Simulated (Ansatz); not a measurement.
System: diamond. Method: r²SCAN-D4 in Ansatz (PAW).

Numerical settings: plane-wave cutoff 560 eV, 16×16×16 k mesh, Fermi–Dirac smearing 0.01 eV, scalar-relativistic PAW data made under PBE.

Response to compression and expansion:

| V (Å³/atom) | P (GPa) | direct gap at Γ (eV) | smallest gap on the k mesh (eV) |
|---|---|---|---|
| 5.276 | 31.61 | 6.086 | 4.525 |
| 5.388 | 20.10 | 6.026 | 4.474 |
| 5.500 | 9.61 | 5.967 | 4.426 |
| 5.613 | 0.06 | 5.910 | 4.378 |
| 5.725 | -8.63 | 5.853 | 4.332 |
| 5.837 | -16.56 | 5.798 | 4.287 |
| 5.949 | -23.77 | 5.744 | 4.244 |

The fundamental gap (4.37 eV at the equilibrium volume, with added k points) lies elsewhere than Γ–Γ.

Ansatz is a first-principles code.
